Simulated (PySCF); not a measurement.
Compound: C₄H₁₁P.
Numbering: `[CH2:1]=[P:2]([CH3:3])([CH3:4])[CH3:5]` (hydrogens: H6, H7 on C1; H8, H9, H10 on C3; H11, H12, H13 on C4; H14, H15, H16 on C5)

Computed by this run: PBE0-D3(BJ)/def2-SVP geometry optimisation, gas phase in PySCF; density fitting, grid level 1; the optimiser is geomeTRIC in internal coordinates, started from a GFN2-xTB structure with every atom displaced at random (about 0.01 Å).

Geometry at step 0:
```
atom  x, y, z in Å
C1      0.2290    1.3865    1.4284
P2      0.0862    0.2269    0.2006
C3      1.3206   -0.3636   -1.0883
C4     -1.2806    0.6554   -0.8843
C5     -0.3699   -1.3626    0.9651
H6      0.9788    1.1570    2.1425
H7      0.4021    2.3954    0.9988
H8      0.9611   -1.1353   -1.7319
H9      2.2177   -0.7316   -0.5365
H10     1.6391    0.4905   -1.6757
H11    -1.0743    1.5398   -1.4483
H12    -2.1618    0.8740   -0.2367
H13    -1.5745   -0.1548   -1.5696
H14    -0.6273   -2.1027    0.2319
H15     0.4584   -1.7192    1.5857
H16    -1.2236   -1.1581    1.6292
```

Q: What forces act on the atoms?

A: 
| atom | Fx (eV/Å) | Fy (eV/Å) | Fz (eV/Å) |
| --- | --- | --- | --- |
| C1 | -0.313 | 0.768 | -1.567 |
| P2 | -0.104 | -0.816 | -0.172 |
| C3 | 0.978 | 0.726 | 1.795 |
| C4 | -1.503 | -0.585 | 0.764 |
| C5 | -0.043 | 0.826 | 0.696 |
| H6 | 0.937 | -0.420 | 1.125 |
| H7 | -0.216 | -0.188 | 0.185 |
| H8 | -0.581 | -0.867 | -0.649 |
| H9 | -0.331 | 0.093 | -0.303 |
| H10 | 0.153 | 0.435 | -0.362 |
| H11 | 0.341 | 0.921 | -0.612 |
| H12 | 0.405 | -0.033 | -0.264 |
| H13 | 0.259 | -0.015 | 0.000 |
| H14 | -0.178 | -0.669 | -0.638 |
| H15 | 0.167 | -0.085 | 0.054 |
| H16 | 0.029 | -0.091 | -0.052 |

The largest, 2.17 eV/Å, acts on C3; the rms over all components is 0.645 eV/Å. The forces sum to zero within rounding, as they must for an isolated molecule in no field.

Q: Give the force on C3 in Eh/bohr and in nN.

A: 2.169 eV/Å ÷ 51.422 = 0.04218 Eh/bohr, and 2.169 eV/Å × 1.602 = 3.47 nN.

Q: How far is this geometry from the end of the optimisation?

A: 0.206 eV above it, and 0.069 Å rms away after alignment. The bonds farthest from their final lengths, with half the difference of the two atoms' forces along the bond (positive lengthens):

```tsv
bond	now (Å)	final (Å)	force along bond (eV/Å)
C3–H8	1.067	1.102	+1.58
C1–H6	1.061	1.094	+1.48
C4–H11	1.069	1.101	+1.16
C5–H14	1.073	1.100	+0.99
P2–C3	1.880	1.856	-0.56
P2–C4	1.797	1.820	+0.28
```

The angle farthest from its final value is C1–P2–C3, 131.0° against 123.0°.

Of the 6 listed bonds off by 0.010 Å or more, this force points towards the final length in 6.

What follows is the cost of the whole optimisation. On an Arm Neoverse V2 with one thread, shared host with 96 logical CPUs at a one-minute load of 26, this took 41 s and 0.57 GiB of memory at its peak.
